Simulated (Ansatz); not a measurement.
**CH2, singlet: reading a ladder of total energies**

Geometry: displaced at random from a stationary point.

```xyz
3

C     0.0182   -0.0999   -0.0011
H    -0.1467    0.6116   -0.8516
H    -0.0701    0.5792    0.8644
```

Basis cc-pVDZ; Ansatz 0.2.0. Only valence electrons are correlated (noble-gas cores frozen), which leaves 6 electrons in 23 orbitals. R marks a restricted (for open shells ROHF) determinant.

Full CI is exact within this basis and frozen core; it isn't the basis-set limit.

Runs differ by some tens of microhartree through their thresholds, so steps under 0.03 kcal/mol mean nothing.

```tsv
level	total energy (hartree)
RHF	-38.880917
RMP2	-38.991250
RCCSD	-39.019288
RCCSD(T)	-39.022189
RCCSDT	-39.022903
RCCSDT(Q)	-39.023056
RCCSDTQ	-39.023085
full CI	-39.023091
```

What is the correlation energy at full CI, and what share of it do RMP2 and RCCSD recover?

E(corr) = -39.023091 − (-38.880917) = -0.142174 hartree = -3.869 eV. RMP2: -0.110333 / -0.142174 = 77.60 %. RCCSD: -0.138371 / -0.142174 = 97.33 %.

By how many kcal/mol does RCCSD(T) miss full CI (1 hartree = 627.509 kcal/mol), and which steps make up the rest?

-39.022189 − (-39.023091) = 0.000902 hartree = 0.57 kcal/mol. Steps: RCCSDT − RCCSD(T) = -0.45, RCCSDT(Q) − RCCSDT = -0.10, RCCSDTQ − RCCSDT(Q) = -0.02, full CI − RCCSDTQ = 0.00 kcal/mol. That is within 1 kcal/mol of the reference in this basis, which itself misses far more of the correlation at the basis-set limit.
